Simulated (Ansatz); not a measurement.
**BH4O (doublet): from Hartree-Fock to the top rungs at distance O1–H3 along a hydrogen transfer = 0.892 Å, cc-pVDZ**

The task here is to estimate one member of a computed series from the others.

Program: Ansatz 0.2.0, Gaussian basis. Level of theory: cc-pVDZ, core rule «outside noble gas», up to 2 orbitals frozen. These are calculated values, not measurements.

Plan: UHF; CCSD(T) on ROHF; CCSD(T) on UHF; BCCD(T) on ROHF; CISD; CCSDT(Q) on ROHF; CCSDT(Q) on UHF; CASSCF and MRCISD+Q, 3 electrons in 3 orbitals; CASSCF and NEVPT2, 3 electrons in 3 orbitals.

6 further runs of the same task are left out: 1 for a mislabelled method, 4 that didn't finish, 1 set aside as unsound or not needed.

### The geometry

The geometry derives from fragments relaxed apart (PBE0/def2-TZVP) and kept rigid, so it is no stationary point. A hydrogen atom is moved between rigid fragments.

6 atoms, charge 0, spin multiplicity 2.

Atoms are counted from 1 here; the program's logs count them from 0.

Bond lengths: O1–H2 0.960 Å, O1–H3 0.892 Å, B4–H5 1.191 Å, B4–H6 1.191 Å. Angles: H2–O1–H3 105.1°, H5–B4–H6 129.4°.

The first run:

Contents of in.yaml:

```yaml
crystal:
  periodic: [false, false, false]
  atoms:
    - {symbol: O, position_ang: [-1.197553, -0.030281, 0.000000]}
    - {symbol: H, position_ang: [-1.446862, 0.896295, 0.000000]}
    - {symbol: H, position_ang: [-0.305553, -0.030281, 0.000000]}
    - {symbol: B, position_ang: [1.551447, -0.030281, 0.000000]}
    - {symbol: H, position_ang: [2.060520, -0.030281, 1.077008]}
    - {symbol: H, position_ang: [2.060520, -0.030281, -1.077009]}
basis:
  gaussian: {orbitals: cc-pVDZ}
magnetization: {spin_polarized: true, initial_magnetization: 1}
hamiltonian: {xc: hf}
output: {orbitals: {seedname: orbitals}}
```

Launch:

```bash
ansatz run in.yaml --threads 1 --pin off --events-out ev --progress --plain --max-ram 2393MiB
```

Steps of the session up to this table: UHF; CCSD(T) on ROHF; CCSD(T) on UHF; BCCD(T) on ROHF; CISD; CCSDT(Q) on ROHF; CCSDT(Q) on UHF; CASSCF and MRCISD+Q, 3 electrons in 3 orbitals; CASSCF and NEVPT2, 3 electrons in 3 orbitals.

One table of the session follows, with a row left open; its other results are not shown here.

```
       method  from UCCSDT(Q) (kJ/mol)
         ROHF                   +810.0
          UHF                   +805.1
         RMP2                    +91.6
         UMP2                    +91.3
         CISD                    +72.9
        RCCSD                    +15.4
        UCCSD                    +15.3
     RCCSD(T)                     +2.8
     UCCSD(T)                     +2.8
      BCCD(T)                     +2.8
       RCCSDT                     +1.3
       UCCSDT                     +1.3
    RCCSDT(Q)                      0.0
    UCCSDT(Q)                        0
  CASSCF pair                        ?
  NEVPT2 pair                    +91.6
  MRCISD pair                    +64.7
MRCISD+Q pair                     +7.0
```

Q: Estimate the row for CASSCF pair from the others.

**Answer.** from UCCSDT(Q) (kJ/mol): +755.3. In the column «from UCCSDT(Q) (kJ/mol)» it lies between NEVPT2 pair (+91.6) and UHF (+805.1).

Caveats from the session: Restricted and unrestricted rows rest on different reference determinants; where their highest levels disagree by more than a few hundredths of an eV, they describe different states and don't form one ladder.
